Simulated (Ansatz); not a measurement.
Basis-set extrapolation for ethanol (PBE0-D4/def2-TZVP geometry, frozen core, the Gaussian-basis code of Ansatz). Multiplicity 1, RHF reference.

```json
{"": "HF", "def2-TZVPP": "-154.148782", "def2-QZVPP": "-154.156459"}
{"": "MP2 correlation", "def2-TZVPP": "-0.599994", "def2-QZVPP": "-0.642298"}
{"": "CCSD(T) correlation", "def2-TZVPP": "-0.651401", "def2-QZVPP": "not run"}
```

Energies in hartree. Use E(X) = E(∞) + A·exp(−7.88·√X) for Hartree–Fock and E(X) = E(∞) + B·X^(−2.97) for correlation, with X = 3 and 4, and add CCSD(T) minus MP2 of the smaller set to the MP2 limit.

Question: What is the CCSD(T) energy at the basis-set limit?

Answer: HF limit: -154.156459 + (-0.007677) × 0.13774 = -154.15752. MP2 limit: -0.642298 + (-0.042304) × 0.74074 = -0.67363. Higher-order term: -0.651401 − (-0.599994) = -0.05141. Total: -154.88256 hartree, 51.7 kcal/mol below CCSD(T)/def2-TZVPP.
